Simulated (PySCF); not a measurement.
## Stationary points of O3

Method: B3LYP in PySCF with O def2-TZVP; no relativity; density-fitted integrals.

Relaxations began from a few typed shapes. The search is not exhaustive: other isomers or separated fragments can lie lower, and high-lying points may rest on an excited occupation.

```tsv
spin	group	bonds	angles	imaginary modes (cm⁻¹)	ΔE (kJ/mol)	ΔE with ZPE (kJ/mol)
singlet	C2v	O–O 1.254 Å (×2)	O–O–O 118.3°	none	0.0	0.0
singlet	D∞h	O–O 1.294 Å (×2)	O–O–O 180.0°	1185i, 1185i	342.0	–
```

The lowest minimum found is the singlet C2v: O–O 1.254 Å (×2); O–O–O 118.3°.

The electron or spin density has lower symmetry than the nuclear frame for the singlet D∞h at 342.0 kJ/mol.
